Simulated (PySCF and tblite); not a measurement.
4 constitutional isomers of C4H7N:

```tsv
isomer	SMILES
A	[CH:1]#[C:2][C@H:3]([CH3:4])[NH2:5]
B	[CH3:1][CH2:2][CH2:3][C:4]#[N:5]
C	[C-:1]#[N+:2][CH:3]([CH3:4])[CH3:5]
D	[CH3:1][CH:2]([CH3:3])[C:4]#[N:5]
```

Measured ¹³C shifts of one of them (ppm against TMS, one entry a carbon; solvent CDCl3; Stadelmann, Balmer, Riniker, Ebert, PCCP 2022): 123.8, 20, 20, 19.8.

Protocol: conformer search, at most 6 conformers an isomer, GFN2-xTB geometries, energies PBE0/pcSseg-1 (IEF-PCM, chloroform) (D3(BJ) added where defined), GIAO shieldings PBE0/pcSseg-1 (IEF-PCM, chloroform), weights at 298.15 K with GFN2-xTB thermal terms. Programs: PySCF with density fitting and tblite.

Computed shifts in falling order:

```csv
carbon,measured,A,B,C,D
1,123.8,96.2,129.6,173.8,133.2
2,20,77.4,24.9,44.7,22.8
3,20,42.2,19.8,27.1,22.8
4,19.8,26.7,16.3,27.1,21.1
```

Q: Which structure fits the measured spectrum?

A: After a straight-line fit of each column to the measured values (slope held to 0.85 to 1.15; an offset alone for few or close values), with errors scored by one-sided Student-t tails (width 1.5 ppm, 10 degrees of freedom):

```tsv
isomer	slope	mean error (ppm)	largest error	P (%)
A	1.000	25.07	42.7	0.0
B	1.000	3.61	5.3	2.0
C	1.000	15.09	27.8	0.0
D	1.000	2.67	5.3	98.0
```

The score favours D, which is the compound measured. Its computed assignment: ¹H (against TMS): 2.70 (H2, 1H), 1.40 (H1/H3, 6H). ¹³C (against TMS): 133.2 (C4), 22.8 (C1/C3), 21.1 (C2). ¹⁵N (against NH3): 281.1 (N5).

H on N, O and S are left out: they exchange, and hydrogen bonds move them by several ppm. Unscaled ¹⁵N shifts at such levels can be off by tens of ppm; differences between conformers or isomers are more reliable. Shifts are unscaled: against experiment ¹³C can be off by 15 ppm or more and ¹H by 0.8 ppm.


¹⁵N shifts are against a computed isolated NH3 molecule, about 20 ppm from the liquid.